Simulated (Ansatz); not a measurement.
## Relaxing Hf2F3

The calculation used DFT PBE, scalar-relativistic, plane waves, PAW (Ansatz). Cutoff 420 eV, Γ-centred k mesh, Gaussian smearing, no spin polarisation in the final step.

Hf2F3 was placed on the A-type sesquioxide structure type (P-3m1, No. 164), with Hf in place of La, F in place of O, at a guessed volume.

```
Hf F
1.0
     3.72041    0.00000    0.00000
    -1.86021    3.22197    0.00000
     0.00000    0.00000    5.78835
Hf F
2 3
Direct
  0.33333 0.66667 0.24500
  0.66667 0.33333 0.75500
  0.00000 0.00000 0.00000
  0.33333 0.66667 0.64500
  0.66667 0.33333 0.35500
```

Cell and atoms relax at zero pressure; the relaxation can't lower the symmetry of the start. After a coarse first stage the cell is made exact in the group found at 0.06 Å.

Formation energies are uncorrected and refer to the elements' standard structures at the same level (F₂ as a molecule).

Problem. What does it relax into?

Solution. It keeps P-3m1 (No. 164), but not the shape of the type it started on. Conventional cell: a = 2.984 Å, c = 10.069 Å. Hf is coordinated by 3 F at 2.28 Å, 3 F at 2.62 Å and 6 Hf at 2.98 Å; F on Wyckoff site a (1 atom of the primitive cell) is coordinated by 6 Hf at 2.62 Å and 6 F at 2.98 Å; around F on Wyckoff site d (2 atoms of the primitive cell) lie 3 Hf at 2.28 Å.

```
Hf F
1.0
     2.98434    0.00000    0.00000
    -1.49217    2.58452    0.00000
     0.00000    0.00000   10.06877
Hf F
2 3
Cartesian
  0.0000 1.7230 1.9677
  1.4922 0.8615 8.1010
  0.0000 0.0000 0.0000
  0.0000 1.7230 6.6088
  1.4922 0.8615 3.4599
```

Problem. What are its volume, energy, density and gap?

Solution. The volume per atom is 15.5 Å³. The density is 8.9 g/cm³ and the energy over the elements is -2.04 eV/atom. The gap on the 12×12×4 mesh is 0 eV (a metal).

The final run used a 12×12×4 mesh on its 5-atom cell and 0.10 eV smearing. The k mesh leaves about 4 meV/atom of noise in metals. No dispersion correction is applied, so the spacing between layers, chains or molecules is poorly fixed, and with it the volume and density. Spin–orbit coupling is left out. Symmetry constrained the relaxation, so the result can be a saddle point.

Cost: 3 runs of about 7.6 core-minutes in all, on Arm Neoverse V1 (shared hosts).